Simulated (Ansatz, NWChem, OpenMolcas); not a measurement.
## Strength of the C–O bond: CH5OSi → SiH2O + CH3

Species: CH5OSi `CO[SiH2]`, doublet; SiH2O (oxosilane) `O=[SiH2]`, singlet; CH3 `[CH3]`, doublet. 

Shapes, held fixed at every level: PBE0-D4/def2-TZVP. Flexible molecules stand in one conformer, not always the lowest. Programs: Ansatz 0.2.0, NWChem 7.3.0, OpenMolcas 26.06. A level may come from different programs for different species; with the same settings they agree closely. The zero-point and thermal change to 298 K, harmonic and unscaled (PBE0-D4/def2-TZVP), is -19.1 kJ/mol.

| level | kind | ΔH(298 K) (kJ/mol) | less CCSD(T)/CBS estimate |
| --- | --- | --- | --- |
| HF/def2-TZVPP | Hartree–Fock | +123.0 | -2.5 |
| r2SCAN-D4/def2-TZVPP | meta-GGA | +130.2 | +4.7 |
| PBE0/def2-SVP | global hybrid | +170.9 | +45.4 |
| BHLYP-D4/def2-TZVPP | global hybrid | +141.2 | +15.7 |
| PBE0-D4/def2-TZVPP | global hybrid | +150.5 | +25.0 |
| CCSD(T)/def2-SVP | coupled cluster or CI | +138.7 | +13.2 |
| CCSD(T)/CBS estimate | coupled cluster or CI | +125.5 | 0.0 |

The highest level, CCSD(T)/CBS estimate, gives ΔH(298 K) = +125.5 kJ/mol; the levels span +123.0 to +170.9. A fragment pairs its electrons up again, so this isn't a typical strength of such a bond. The column of differences is taken from that level and isn't an error. No measured value is set beside it here. Open shells run unrestricted unless RO is named. The CBS estimate extrapolates MP2 from def2-TZVPP and def2-QZVPP and adds CCSD(T) − MP2 in the triple-zeta set, cores frozen.
